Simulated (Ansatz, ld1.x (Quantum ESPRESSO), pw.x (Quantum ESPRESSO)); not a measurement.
**Tl (Z = 81): does the TM potential hold in the solid?**

* Element: thallium (Tl)
* Generator: ld1.x (Quantum ESPRESSO) 7.5
* Type: norm-conserving Troullier–Martins (Kleinman–Bylander form)
* Functional: LDA (PW92)
* Relativity: scalar-relativistic
* Frozen core: [Xe] 4f14
* Valence charge: 13
* Reference configuration: 5d10 6s2 6p1
* Partial waves: 6p (bound): rc 2.50 bohr; 5d (bound): rc 2.15 bohr; 6s (bound): rc 1.70 bohr
* Local potential: the s channel
* Core correction: Bessel-smoothed model core inside 0.85 bohr

Atomic tests: cutoffs needed: 50 Ry and 90 Ry (the cutoffs (Ry, on a coarse ladder) from which the occupation-weighted sum of valence levels, in a spherical-Bessel basis at the reference potential, stays within 10 and 1 mRy of its value at 400 Ry); ghost test: no extra level below or beside the all-electron valence levels (p, d, s, f tested) (spherical-Bessel basis up to 400 Ry, 20 bohr box); largest excitation error: -56 meV (all-electron minus pseudo) for 5d10 6s0 6p0, out of 7 test configurations.

Crystal test: bcc Tl in pw.x 7.5, no spin, 12³ k-points, Fermi–Dirac smearing 0.01 Ry, cutoffs 110/440 Ry. The reference is all-electron LAPW (Ansatz 0.2.0) with the same functional, mesh and smearing; V0 and B0 come from Birch–Murnaghan fits to the pressures at five volumes. Errors are pseudo minus all-electron; Δ is the rms difference of the E(V) curves that follow from these fits, minima aligned, over ±6 % about the mean V0. Mesh and smearing are coarse, so the numbers serve the comparison and aren't converged zero-temperature values; the lattice is a test structure that the element need not adopt.

| V (Å³/atom) | P all-electron (GPa) | P pseudo (GPa) |
| --- | --- | --- |
| 26.120 | 2.15 | 2.59 |
| 26.808 | 0.85 | 1.22 |
| 27.495 | -0.27 | 0.06 |
| 28.182 | -1.21 | -0.93 |
| 28.870 | -2.01 | -1.77 |

All-electron: a0 = 3.795 Å (V0 = 27.32 Å³/atom), B0 = 42.4 GPa.

Pseudopotential: mean pressure error (GPa): +0.33; a0 (Å): 3.804; a0 error (%): +0.26; B0 error (%): +0.3; Δ (meV/atom): 2.0.

Question: At the middle volume, how do free energy and pressure move when the wave cutoff is lowered (ecutrho kept at four times it)?

Answer:

| cutoff (Ry) | shift of F (meV/atom) | shift of P (GPa) |
| --- | --- | --- |
| 50 | +52.1 | -1.34 |
| 66 | +30.3 | -0.27 |
| 88 | +3.3 | -0.09 |

The run at the middle volume (72 k-points, 7 iterations) took about 26 s on one core of a shared host (Intel(R) Xeon(R) 6975P-C, 192 threads, 378 GiB, load 71).
